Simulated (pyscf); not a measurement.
`[SiH3][PH][GaH2]` + `[H][H]` → `[PH2][GaH2]` + `[SiH4]` (four-centre exchange; singlet surface; P–Si, H–H broken, H–P, H–Si formed). Optimised with ωB97X-D3(BJ)/def2-SVP in PySCF. Energies in eV from the separated reactants.

| level | barrier | reaction energy |
|---|---|---|
| ωB97X-D3(BJ)/def2-TZVP | 2.97 | +0.27 |
| PBE/def2-TZVP | 2.41 | +0.13 |
| PBE0-D3(BJ)/def2-TZVP | 2.61 | +0.17 |
| M06-2X/def2-TZVP | 2.94 | +0.13 |
| ωB97M-D3(BJ)/def2-TZVP | 2.87 | +0.05 |
| HF/def2-TZVP | 3.57 | -0.23 |

The functionals in the table span 0.56 eV in this barrier, from PBE to ωB97X-D3(BJ). The same reactants have a lower exit, to H₃Si–PH₂ + GaH₃ (barrier +1.28 eV at ωB97M-D3(BJ), against +2.87 eV here). This is the saddle that the search found; another between the same sides may lie lower. Elements up to Kr have no core potential and no relativistic terms here.
